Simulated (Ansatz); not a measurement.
**Ligand exchange: SiH2(NH2)(SiH3) + C4H8O → SiH2(OH)(SiH3) + C4H9N**

Species: SiH2(NH2)(SiH3), singlet; C4H8O (cyclobutanol) `OC1CCC1`, singlet; SiH2(OH)(SiH3) (disilanol), singlet; C4H9N `NC1CCC1`, singlet. The partners trade NH2 for OH: Si–NH2 and C–OH bonds give way to Si–OH and C–NH2.

Shapes, held fixed at every level: PBE0-D4/def2-TZVP. Flexible molecules stand in one conformer, not always the lowest. Programs: Ansatz 0.2.0. Electronic energies: no zero-point or thermal term.

```json
{"level": "SPW92/def2-TZVPP", "kind": "LDA", "ΔE (kJ/mol)": "-38.9", "less CCSD(T)/CBS estimate": "+6.0"}
{"level": "B3LYP-D4/def2-TZVPP", "kind": "global hybrid", "ΔE (kJ/mol)": "-42.4", "less CCSD(T)/CBS estimate": "+2.5"}
{"level": "PBE0-D4/def2-TZVPP", "kind": "global hybrid", "ΔE (kJ/mol)": "-40.8", "less CCSD(T)/CBS estimate": "+4.1"}
{"level": "wB97M-V/def2-TZVPP", "kind": "range-separated hybrid", "ΔE (kJ/mol)": "-41.9", "less CCSD(T)/CBS estimate": "+3.0"}
{"level": "B2PLYP/def2-TZVPP", "kind": "double hybrid", "ΔE (kJ/mol)": "-44.1", "less CCSD(T)/CBS estimate": "+0.8"}
{"level": "MP2/def2-TZVPP", "kind": "perturbation theory", "ΔE (kJ/mol)": "-47.3", "less CCSD(T)/CBS estimate": "-2.4"}
{"level": "CCSD(T)/def2-SVP", "kind": "coupled cluster or CI", "ΔE (kJ/mol)": "-39.3", "less CCSD(T)/CBS estimate": "+5.6"}
{"level": "CCSD(T)/CBS estimate", "kind": "coupled cluster or CI", "ΔE (kJ/mol)": "-44.9", "less CCSD(T)/CBS estimate": "0.0"}
```

The highest level, CCSD(T)/CBS estimate, gives ΔE = -44.9 kJ/mol; the levels span -47.3 to -38.9. The column of differences is taken from that level and isn't an error. No measured value is set beside it here. The CBS estimate extrapolates MP2 from def2-TZVPP and def2-QZVPP and adds CCSD(T) − MP2 in the triple-zeta set, cores frozen.
